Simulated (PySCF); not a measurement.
# Silanethione (SiH₂S): electronic excitations and core binding energies

Aim: predict the electronic excitations and core binding energies of Silanethione (SiH₂S) (`[SiH2]=S`).

Programs: PySCF 2.14.0, with density-fitted response routines of our own. Each step states its level of theory. These are calculated values for one molecule in the gas phase, unless marked as measured. Atoms are numbered from 0 throughout.

## (1) Starting geometry

4 atoms, charge 0, multiplicity 1; geometry from: GFN2-xTB.

Bonds of the start (Å): Si0–S1 1.98, Si0–H2 1.45, Si0–H3 1.45.

## (2) Excited states and response: CAM-B3LYP/def2-SVPD

What the job is given:

```
{"job": {"kind": "uv", "xc": "CAM-B3LYP", "basis": "def2-SVPD", "nstates": 8, "ntriplets": 3}, "charge": 0, "multiplicity": 1}
Si    -0.069483     0.005119    -0.217834
S      1.900824    -0.106666    -0.357190
H     -0.886387     1.112619    -0.686603
H     -0.934720    -1.006299     0.367133
```

With the program's defaults for keys left out, this is: TDDFT CAM-B3LYP/def2-SVPD, vertical, gas phase, core orbitals frozen in the response.

**Question.** This job is followed by: delta-SCF UKS SCAN, pcX-2 on the ionised atom, pcseg-1 elsewhere, spin-free X2C. What will the session give for the following? lowest singlet (CAM-B3LYP/def2-SVPD); brightest single state of those computed; lowest triplet; S1s binding energies, SCAN/pcX-2; S2p binding energies, SCAN/pcX-2.

**Answer**, as computed:

```
                                quantity                        value
    lowest singlet (CAM-B3LYP/def2-SVPD)  2.91 eV (426 nm), f = 0.000
brightest single state of those computed  state 2, 4.75 eV, f = 0.110
                          lowest triplet                      2.60 eV
        S1s binding energies, SCAN/pcX-2                S1 2476.35 eV
        S2p binding energies, SCAN/pcX-2                 S1 168.99 eV
```

The lowest singlet, at 2.91 eV, is HOMO→LUMO 0.99 and is dark; of the 8 states computed, the strongest absorption comes from state 2 at 4.75 eV. The lowest triplet lies 0.31 eV below the lowest singlet (triplets in Tamm-Dancoff, singlets in full TDDFT).
